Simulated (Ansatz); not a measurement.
**Which is lower?**

Two relaxed structures of LiSi2H3, singlet (PBE0-D4/def2-TZVP; forces vanish, vibrations not checked).

A:

```
6
angstrom
Li -1.1979 0.7815 -1.8692
Si -0.8303 -1.3782 -0.3661
Si -0.0625 0.6038 0.2245
H -1.9663 -0.6556 -1.1840
H -0.6069 1.8963 -0.4020
H 1.1538 1.0148 0.9684
```

B:

```
6
angstrom
Li -1.3824 0.1886 -1.4317
Si -0.2322 -1.4695 -0.2278
Si 0.3124 0.5686 0.3185
H 0.6386 -2.2839 0.6804
H -0.4940 1.5626 -0.5255
H 1.1576 1.4335 1.1862
```

Ansatz 0.2.0; basis: def2-TZVPP; cores frozen in the correlated methods. The outer core shell of Li, Na, Mg and K is correlated. B3LYP uses VWN-RPA correlation.

(1) Which structure is lower at CCSD(T), and by how much? (An estimate is asked for; the value comes from the calculation.)

(2) Do the other methods give the same order? (Judge from chemistry; the calculation decides.)

T1 diagnostic: at most 0.018. The restricted Hartree–Fock reference is unstable towards an unrestricted one at one or more of these structures.

Results:

(1) By the calculation: A, by 0.43 kcal/mol (electronic energy, against the other); a gap this small isn't resolved in one triple-zeta basis. By their contacts, A is LiSi₂H₃ ([H]1[Si]2[SiH]3[H][Li]123) and B is LiSi₂H₃ ([H]1[Li]2[SiH][SiH]12).

(2) Computed: Not all: r2SCAN-D4, PBE0-D4, HF, MP2 give the other order.

```
   method  E(B) − E(A) (kcal/mol)
   PBE-D4                    0.32
r2SCAN-D4                   -0.36
  PBE0-D4                   -0.07
 B3LYP-D4                    0.37
  wB97M-V                    1.20
       HF                   -0.57
      MP2                   -0.13
     CCSD                    0.38
  CCSD(T)                    0.43
```

Labels in which every atom is bracketed show which atoms are joined, not bond orders.

For scale, one of the runs: CCSD(T)/def2-TZVPP, 145 basis functions, launched by `ansatz run in.yaml --threads 2 --pin off --events-out ev --progress --plain --max-ram 4352MiB`. The run took 16 s on 2 CPU threads of an Intel Xeon Platinum 8259CL (shared host), with 0.8 GiB of host memory at its peak.
